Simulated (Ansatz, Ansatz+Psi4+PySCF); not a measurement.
Two shapes of singlet SiH₂.

Shape 1:

```xyz
3

Si    0.0000    0.0000    0.1313
H     0.0000    1.0969   -0.9189
H     0.0000   -1.0969   -0.9189
```

Shape 2:

```xyz
3

Si    0.0000    0.0000    0.1082
H     0.0000    1.0608   -0.9074
H     0.0000   -1.0608   -0.9074
```

Basis set: cc-pVTZ on H; cc-pV(T+d)Z on Si (spherical functions). Frozen core: 5 orbitals. Charge 0, multiplicity 1.

Computed with Ansatz (development build ahead of 0.2.0) and Psi4 1.11; each method stands on the lowest determinant of its kind that the runs found.

Task: Which shape is lower in energy, and by how much in each method?

Result:

```tsv
method	E(2) − E(1) (eV)
RHF	0.030
RHF-MP2	0.031
RHF-CCSD(T)	0.041
```

Shape 1 is lower. Caution: unrestricted orbitals would lower the determinant.
